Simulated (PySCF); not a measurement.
## How good is the calculation?

Atoms are numbered as in `[CH2:1]1[CH2:2][CH2:3][CH2:4][CH2:5][CH2:6]1`; H(Xn) means a hydrogen on atom n.

The experiment to reproduce: δ $^{13}$C C1/C2/C3/C4/C5/C6 26.3 ppm (measured; solution, DMSO-d6, 298 K; Fulmer et al., Organometallics 2010, 29, 2176).
δ $^{13}$C C1/C2/C3/C4/C5/C6 27.0 ppm (measured; solution, C6D5Cl, 298 K; Fulmer et al., Organometallics 2010, 29, 2176). Coupling constants: $^{1}J$(C1,H(C1)) 124.7 Hz, $^{1}J$(C1,C2) 32.7 Hz.

- PBE0/pcSseg-1 with gauge-including orbitals
- J couplings at B3LYP/pcJ-1 (without the spin–dipole term)
- structure optimised with PBE0-D3(BJ)/def2-SVP
- code: PySCF
- gas phase, one conformer, one averaged value for each set of equivalent atoms, non-relativistic Hamiltonian

(1) How close does the calculation come?

(2) How far are the unscaled $^{13}$C shifts from the references?

Results:

(1) 
Reference values: measured (solution, DMSO-d6, 298 K; Fulmer et al., Organometallics 2010, 29, 2176).
```tsv
atoms	quantity	reference	computed	computed, scaled
C1/C2/C3/C4/C5/C6	δ $^{13}$C	26.3	28.7	27.2
```

Reference values: measured (solution, C6D5Cl, 298 K; Fulmer et al., Organometallics 2010, 29, 2176).
```tsv
atoms	quantity	reference	computed	computed, scaled
C1/C2/C3/C4/C5/C6	δ $^{13}$C	27.0	28.7	27.2
```

Computed shifts are σ(ref) − σ with the named reference compound (TMS for H and C) calculated as an isolated molecule at the same level. The measured values may be among those fitted. Expected solution values come from regression of measured δ (H and C: mostly CDCl3, vs TMS) on computed σ: $^{13}$C (scatter 2.0 ppm rms, 2.2 ppm with the 3 outliers that the fit left out). A few per cent of atoms miss by over 2 rms, more outside the fitted compound classes.

Coupling constants in Hz:
```tsv
coupling	reference	computed	source
$^{1}J$(C1,H(C1))	124.7	131.0	measured; liquid or solution (compiled); Cremer, Kraka, Wu, Luettke, ChemPhysChem 2004, 5, 349
$^{1}J$(C1,C2)	32.7	34.7	measured; liquid or solution (compiled); Cremer, Kraka, Wu, Luettke, ChemPhysChem 2004, 5, 349
```

(2) Mean signed difference +2.05 ppm, mean absolute 2.05 ppm over 2 comparisons; the largest is +2.4 ppm at C1/C2/C3/C4/C5/C6 (sp3 CH2 in a ring).

4 of the 26 published NMR values on file for this molecule are compared. The rest: values from further sources.
